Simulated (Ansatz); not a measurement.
Name a neutral molecule of C, F, O and H with zero-point energy (PBE0-D4/def2-TZVP) between 179 and 195 kJ/mol and LUMO energy (PBE/def2-TZVPP) between 0.15 and 0.45 eV (Ansatz, PBE0-D4/def2-TZVP geometry).

`FC(F)C1CO1` (187.5 kJ/mol, 0.39 eV). Other molecules can fit too; these were computed, each in one conformer that needn't be the lowest.
